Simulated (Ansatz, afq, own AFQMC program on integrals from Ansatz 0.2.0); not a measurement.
## Where AFQMC and coupled cluster stand for BNH, doublet

```xyz
3

B     0.0000    0.0000    1.1532
N     0.0000    0.0000   -0.0803
H     0.0000    0.0000   -1.0729
```

Connectivity, by distances: B–NH.

Basis cc-pVTZ. Noble-gas cores (and the filled d shells of Ga–Kr and In–Xe) are frozen. AFQMC by an in-house program on the Cholesky factors that Ansatz 0.2.0 writes for its CCSD(T) run. ph-AFQMC/CISD is guided by a CISD state made of CCSD amplitudes; releasing the constraint for a short imaginary time cuts its bias at the price of noise, slowly where states lie close. Free projection: walkers drawn from exp(T), propagated without any constraint. Its projection time is finite, and what remains of the start isn't in its error. ± is one standard error of the sampling.

Determinant: ROHF, the one that the program's search chose, which needn't be the lowest solution. The geometry is a PBE0/def2-TZVP stationary point of this or a neighbouring charge and spin state.

No full CI on the walks' own integrals is used here; CCSDT(Q) serves as the reference and is uncertain by about the last step of the cluster series.

Cautions: a spin-contaminated unrestricted determinant lies lower (UHF 128 meV lower, ⟨S²⟩ 0.84); the released energies are still falling, so no released level is given (meV from the phaseless value at times in 1/Eh: -19 ± 11 at 0.24, -22 ± 4 at 0.50, -26 ± 4 at 1.00, -28 ± 5 at 1.50), though the last usable value meets CCSDT(Q) within the noise.

The T1 diagnostic is 0.0261. The weight of the determinant in the CISD state is 0.893 and the size of the correlated space is 9 electrons in 72 orbitals.

```
  level  correlation energy (eV)
    MP2                  -7.4732
   CCSD                  -7.7059
CCSD(T)                  -8.0869
```

Question: Estimate where phaseless AFQMC with the Hartree–Fock trial lies against CCSD(T) on the same integrals.

Answer: 1.6 ± 2.5 kJ/mol below CCSD(T). The gap is under twice the noise, so this walk alone can't tell the two apart.

Reference: CCSDT(Q), correlation energy -8.120 eV.

```
        level  E − E(reference) (kJ/mol)  share of correlation (%)
      CCSD(T)                        3.2                     99.59
        CCSDT                        2.2                     99.72
  ph-AFQMC/HF                  1.5 ± 2.5                     99.80
ph-AFQMC/CISD                  3.2 ± 0.5                     99.59
   free AFQMC                  1.4 ± 1.5                     99.82
```

Free projections are given only where their last times agree within the noise and don't stop above the reference; a slow remainder of the start can still hide under it. A walk keeps the symmetry of its determinant, which the program's search chose and which needn't be the lowest solution, so a lower state of the same spin and another symmetry isn't excluded.
